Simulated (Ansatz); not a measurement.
# BH₄⁺, triplet: the ladder up to full CI

All five atoms lie in one plane.

Geometry: that of the BH4⁺, singlet, kept fixed. The singlet lies 6.5 eV lower here.

```yaml
atoms:
  - { symbol: B, position_ang: [0.0000, 0.0000, 0.0000] }
  - { symbol: H, position_ang: [-0.0156, 0.8614, 0.8498] }
  - { symbol: H, position_ang: [-0.0213, -0.8500, 0.8612] }
  - { symbol: H, position_ang: [0.0213, 0.8500, -0.8612] }
  - { symbol: H, position_ang: [0.0156, -0.8614, -0.8498] }
```

Basis cc-pVDZ; Ansatz 0.2.0. Correlated methods freeze the noble-gas cores, which leaves 6 electrons in 33 orbitals. R marks a restricted (for open shells ROHF) determinant, U an unrestricted one. Active spaces: valence = (6e, 8o) chosen from the atoms' valence shells.

Full CI is exact within this basis and frozen core; it isn't the basis-set limit. The frozen core follows each run's orbitals, which can shift R against U totals by a few meV.

For open shells CISD is restricted-active-space CI with the open shells as a complete middle space.

The UHF ⟨S²⟩ is 2.015, the T1 diagnostic (RCCSD) is 0.0235 and the largest doubles amplitude (RCCSD) is 0.047. The T1 diagnostic (UCCSD) is 0.0128.

| level | E − E(full CI) (meV) | share of correlation (%) | wall time |
| --- | --- | --- | --- |
| RHF | 2810 | 0.00 | – |
| UHF | 2654 | 5.57 | – |
| RMP2 | 673 | 76.04 | – |
| UMP2 | 666 | 76.29 | – |
| CISD | 106 | 96.21 | 1.2 s |
| RCCSD | 56 | 98.02 | – |
| UCCSD | 54 | 98.09 | – |
| RCCSD(T) | 13 | 99.53 | 1.2 s |
| UCCSD(T) | 13 | 99.53 | 1.2 s |
| BCCD(T) | 13 | 99.53 | 1.4 s |
| RCCSDT | 1 | 99.97 | – |
| UCCSDT | 1 | 99.98 | – |
| RCCSDT(Q) | 0 | 100.00 | 6 s |
| UCCSDT(Q) | 0 | 100.00 | 5.5 s |
| CASSCF (valence space) | 1598 | 43.14 | – |
| NEVPT2 (valence space) | 406 | 85.54 | 1.2 s |
| MRCISD (valence space) | 50 | 98.21 | – |
| MRCISD+Q (valence space) | 6 | 99.78 | 2 s |

The correlation energy at full CI, counted from RHF, is -2.810 eV. That run took 32 s on 1 thread of Arm Neoverse V1, shared host over 3,757,920 determinants.

Times hold each run's SCF and search for its determinant on a shared host, so for small cases they say little of a method's own cost; they ran on 1 thread of Arm Neoverse V1.

The full-CI state has the irrep B1u of D2h, in the program's axes (one component, if the state is degenerate).

Natural occupations of full CI about the gap: 1.958 1.956 1.000 0.992 0.016 0.016 0.014 0.009 0.008 0.007; effectively unpaired electrons, Σ n²(2−n)², 2.02.
